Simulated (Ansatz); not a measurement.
A calculation on 1T (CdI2-type) HfTe2 returned lattice constant a 3.876 Å, lattice parameter c 6.627 Å, formation enthalpy -0.813 eV/atom.

**Question.** Which level of theory produced these numbers?
A. PBE0 (Ansatz, a first-principles code)
B. HSE06 (Ansatz)
C. LDA (Ansatz)
D. PBEsol (Ansatz)

**Answer.** D, PBEsol (Ansatz)

The others give: HSE06 3.998 Å, 7.157 Å, -1.010 eV/atom; LDA 3.837 Å, 6.507 Å, -0.816 eV/atom; PBE0 4.004 Å, 7.122 Å, -1.017 eV/atom.

Unless a cell is named, each level is at its own relaxed cell (HSE06 33.02, LDA 27.65, PBE0 32.96, PBEsol 28.74 Å³/atom).

Caveats: LDA has no dispersion term either, though it tends to give short spacings of layers, chains or molecules (LDA); the cell comes from a level without a dispersion term, which matters for the spacing of layers, chains or molecules (HSE06, PBE0, PBEsol); the relaxation could not lower the start's symmetry, so the cell can be a saddle point above a distorted one (HSE06, LDA, PBE0, PBEsol). Ansatz's density-functional and Hartree–Fock values are scalar-relativistic unless marked +SOC, with PAW data made under PBE.
